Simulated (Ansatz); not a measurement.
# Si₂ (triplet): wave-function methods side by side, aug-cc-pVDZ

The task here is to estimate one member of a computed series from the others.

Computed with Ansatz 0.2.0, Gaussian basis. Level: aug-cc-pVDZ, core rule «outside noble gas», up to 10 orbitals frozen.

Plan: UHF; CCSD(T) on ROHF; CCSD(T) on UHF; BCCD(T) on ROHF; CISD; CCSDT(Q) on ROHF; CCSDT(Q) on UHF; CASSCF and MRCISD+Q, 8 electrons in 8 orbitals; CASSCF and NEVPT2, 8 electrons in 8 orbitals.

12 further runs of the same task are left out: 6 that didn't finish, 6 set aside as unsound or not needed.

### The system

The geometry is a PBE0/def2-TZVPD stationary point (not a proven minimum) of the parent state, kept for this charge and spin.

2 atoms, charge 0, spin multiplicity 3.

Atoms are counted from 1 here; the program's logs count them from 0.

Bond lengths: Si1–Si2 2.398 Å.

The first run:

Input file in.yaml:

```yaml
crystal:
  periodic: [false, false, false]
  atoms:
    - {symbol: Si, position_ang: [0.000000, 0.000000, 0.000000]}
    - {symbol: Si, position_ang: [0.000000, 0.000000, 2.397800]}
basis:
  gaussian: {orbitals: aug-cc-pVDZ}
magnetization: {spin_polarized: true, initial_magnetization: 2}
hamiltonian: {xc: hf}
output: {orbitals: {seedname: orbitals}}
```

Command:

```console
$ ansatz run in.yaml --threads 1 --pin off --events-out ev --progress --plain --max-ram 2393MiB
```

Among the steps run: UHF; CCSD(T) on ROHF; CCSD(T) on UHF; BCCD(T) on ROHF; CISD; CCSDT(Q) on ROHF; CCSDT(Q) on UHF; CASSCF and MRCISD+Q, 8 electrons in 8 orbitals; CASSCF and NEVPT2, 8 electrons in 8 orbitals.

One table of the session follows, with a row left open; its other results are not shown here.

```
          method  from UCCSDT(Q) (kJ/mol)
            ROHF                   +480.1
             UHF                   +471.0
            RMP2                   +114.3
            UMP2                   +116.3
            CISD                    +63.6
           RCCSD                    +31.0
           UCCSD                        ?
        RCCSD(T)                     +7.0
        UCCSD(T)                     +7.0
         BCCD(T)                     +6.9
          RCCSDT                     +2.2
          UCCSDT                     +2.1
       RCCSDT(Q)                      0.0
       UCCSDT(Q)                        0
  CASSCF valence                   +327.0
  NEVPT2 valence                    +79.0
  MRCISD valence                    +26.5
MRCISD+Q valence                     -2.0
```

Estimate the missing values for UCCSD.

**Answer.** from UCCSDT(Q) (kJ/mol): +30.6. In the column «from UCCSDT(Q) (kJ/mol)» it lies between MRCISD valence (+26.5) and RCCSD (+31.0).

Limits of these values: Restricted and unrestricted rows rest on different reference determinants; where their highest levels disagree by more than a few hundredths of an eV, they describe different states and don't form one ladder.
